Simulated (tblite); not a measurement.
Compound: C4H6Cl (doublet state).
SMILES with atom numbers: `[Cl:1][CH2:2][C:3]1[CH2:4][CH2:5]1` (hydrogens: H6, H7 on C2; H8, H9 on C4; H10, H11 on C5)

Structure used (GFN2-xTB), in Å, numbered top down from 1:
```xyz
11
C4H6Cl angstrom
Cl     1.7562    1.2134   -1.3899
C      1.5300   -0.0401    0.0531
C      0.1546   -0.2613    0.3019
C     -1.0600   -0.6756   -0.3913
C     -1.0666    0.4771    0.6035
H      2.0582    0.4525    0.8653
H      2.0633   -0.9115   -0.3178
H     -1.1533   -0.4681   -1.4509
H     -1.5500   -1.5937   -0.0952
H     -1.1655    1.4946    0.2432
H     -1.5615    0.3153    1.5521
```

The geometry is computed with GFN2-xTB (gas phase). This method treats the open shell by occupation alone, without spin polarisation.

Masses are those of the commonest isotopes; rigid-rotor values at the optimised geometry. The values belong to one conformer with, in the numbering `[Cl:1][CH2:2][C:3]1[CH2:4][CH2:5]1`, Cl1–C2–C3–C4 55°.

Question: What are A, B and C (MHz)?

Answer: Ia = 55.23, Ib = 226.57, Ic = 237.51 u·Å²; 505379 MHz·u·Å²/I gives A = 9150, B = 2231, C = 2128 MHz.

Question: Classify the top.

Answer: A near-prolate asymmetric top; Ray's κ = -0.971.

Question: What does the inertial defect say?

Answer: Not planar: Δ = Ic − Ia − Ib = -44.29 u·Å². For a rigid frame Δ = −2 Σ m c², so Σ m c² = 22.14 u·Å² lies off the ab plane: 8.23 from hydrogen and 13.91 from heavier atoms. The atom farthest from that plane is 1.30 Å away.

Question: Give the other two planar moments, Paa and Pbb, and the rms extents of the mass along the axes.

Answer: Paa = Σ m a² = (Ib + Ic − Ia)/2 = 204.42 and Pbb = Σ m b² = (Ia + Ic − Ib)/2 = 33.09 u·Å². With the mass M = 89.02 u, the rms extents √(P/M) along a, b and c are 1.52, 0.61, 0.50 Å.

Question: List the rotational levels J(Ka,Kc) to J = 4 (MHz).

Answer: Above 0(0,0):
J = 1: 1(0,1) 4358, 1(1,1) 11278, 1(1,0) 11381
J = 2: 2(0,2) 13074, 2(1,2) 19892, 2(1,1) 20200, 2(2,1) 40959, 2(2,0) 40960
J = 3: 3(0,3) 26145, 3(1,3) 32812, 3(1,2) 33429, 3(2,2) 54034, 3(2,1) 54040, 3(3,1) 88889, 3(3,0) 88889
J = 4: 4(0,4) 43567, 4(1,4) 50038, 4(1,3) 51066, 4(2,3) 71466, 4(2,2) 71484, 4(3,2) 106325, 4(3,1) 106325, 4(4,1) 155119, 4(4,0) 155119

Question: Estimate the classical rotational partition function at 100 K, 200 K and 500 K.

Answer: Point group Cs, symmetry number σ = 1; q = (√π/σ)·√((kT/h)³/(ABC)), k/h = 20836.6 MHz/K: 25600 at 100 K, 72400 at 200 K, 286000 at 500 K.

For this open shell read J as N, the rotation without spin; fine and hyperfine splittings come on top. Its GFN2-xTB frequencies are all real (lowest 87 cm⁻¹). Constants of a rigid frame at the computed geometry: no zero-point averaging, no centrifugal distortion.

On an Arm Neoverse V2 with one thread, shared host with 96 logical CPUs at a one-minute load of 21, this took 0.3 s. That covers the optimisation of the geometry.
